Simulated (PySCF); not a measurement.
Estimate the missing entries of this data sheet.

Compound: N₂.
Structure used (PBE0-D3(BJ)/def2-SVP), in Å, numbered top down from 1:
```xyz
2
N2 angstrom
N      0.5489    0.0000    0.0000
N     -0.5489    0.0000    0.0000
```

```tsv
property	level	value
point group	PBE0-D3(BJ)/def2-SVP	D∞h
rotational constant B (linear)	PBE0-D3(BJ)/def2-SVP	?
dipole moment	PBE0/pcSseg-1	?
HOMO energy	PBE0/pcSseg-1	-12.06 eV
LUMO energy	PBE0/pcSseg-1	?
isotropic shieldings of nuclei other than C and H, by class	GIAO PBE0/pcSseg-1	-96 (N1/N2) ppm
largest of the computed one-bond spin–spin couplings (means over like bonds)	B3LYP/pcJ-1	15N–15N -1.6 (N1–N2) Hz
```

Electronic properties: PySCF, gas phase, density fitting.

(1) The dipole moment?

(2) Give the LUMO energy.

(3) What is the rotational constant B (linear)?

Results:

(1) 0.00 D.

(2) -0.42 eV.

(3) 59.896 GHz.

Point group D∞h forbids a permanent dipole, so the rigid molecule has no electric-dipole pure rotational spectrum. For a rigid linear rotor the levels are B·J(J + 1), so J = 1 lies 2B = 119.79 GHz above J = 0.
